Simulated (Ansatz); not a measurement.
Basis sets compared for Si(OMe)H3 (CH6OSi). Charge 0, multiplicity 1. Geometry PBE0-D4/def2-TZVP. Ansatz on 4 threads of Arm Neoverse V2 on a shared host; times are rough, and most runs start from earlier orbitals.

Cartesian coordinates in Å:
```
Si -0.6111 0.1401 1.1571
O -0.5525 -0.4290 -0.3819
C 0.5483 -0.2002 -1.2295
H 0.7158 0.8712 -1.3916
H 0.3409 -0.6665 -2.1940
H 1.4670 -0.6392 -0.8227
H 0.5161 -0.4027 1.9676
H -1.9087 -0.3013 1.7179
H -0.5159 1.6275 1.1770
```

B3LYP takes the VWN-RPA correlation.

Binding counts from free atoms (Si triplet, O triplet, C triplet, H doublet) in the same basis, without a counterpoise term.

```tsv
level	functions	energy (Eh)	HOMO (eV)	LUMO (eV)	binding per atom (eV)	wall time
HF/STO-3G	25	-400.3449	-8.72	13.13	3.26	0.1 s
HF/6-31G	43	-405.0408	-11.73	3.76	2.31	0.15 s
PBE-D4/def2-SVP	76	-405.9650	-6.47	-0.07	3.58	0.45 s
B3LYP-D4/6-31G	43	-406.3677	-7.49	0.48	3.31	0.4 s
PBE0-D4/def2-SVP	76	-406.0079	-8.05	0.84	3.53	0.45 s
```

Question: Estimate the rows for PBE-D4/def2-TZVP, B3LYP-D4/def2-TZVP, PBE0-D4/def2-TZVP (with forces).

Answer: 
```tsv
level	functions	energy (Eh)	HOMO (eV)	LUMO (eV)	binding per atom (eV)	wall time
PBE-D4/def2-TZVP	135	-406.2110	-6.66	-0.57	3.58	0.65 s
B3LYP-D4/def2-TZVP	135	-406.5439	-7.96	0.07	3.58	0.8 s
PBE0-D4/def2-TZVP (with forces)	135	-406.2509	-8.18	0.30	3.54	1.1 s
```
